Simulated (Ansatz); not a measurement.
System: hcp Hf. Method: PBEsol-D3(BJ) (Ansatz, a first-principles code, PAW).

Run with plane-wave cutoff 520 eV, 18×18×12 k mesh (along the axes of the cell as run), Fermi–Dirac smearing 0.05 eV, scalar-relativistic PAW data made under PBE.

The volume scan:

| V (Å³/atom) | E − E_lowest (meV/atom) | P (GPa) |
|---|---|---|
| 20.022 | 13.15 | 5.20 |
| 20.439 | 3.19 | 2.49 |
| 20.856 | 0.00 | 0.00 |
| 21.273 | 3.02 | -2.28 |
| 21.690 | 11.72 | -4.37 |

Q: Estimate the bulk modulus from the pressures at 20.439 and 21.273 Å³/atom, and compare it with a fit to all energies.

A: B = −V dP/dV. Between V = 20.439 and 21.273 Å³/atom, dP/dV = (-2.28 − (2.49))/(21.273 − 20.439) = -5.72 GPa per Å³/atom; at the midpoint 20.856 Å³/atom this gives B ≈ 119 GPa. The third-order Birch–Murnaghan fit gives V0 = 20.856 Å³/atom, B0 = 119 GPa, B′ = 3.3, which lies within 1 % of that estimate.

Shape and atoms are relaxed at each volume.

Measured, for comparison: bulk modulus 110 GPa (zero-point energy and finite temperature contributions removed; as tabulated in doi:10.1021/acs.jctc.3c00612). Computed (rounded) less measured: bulk modulus +8 %.

Note: the bulk modulus comes from volumes at which shape and atoms were relaxed.

Spin–orbit coupling is not included.

It cost roughly 8 core-minutes of CPU time.
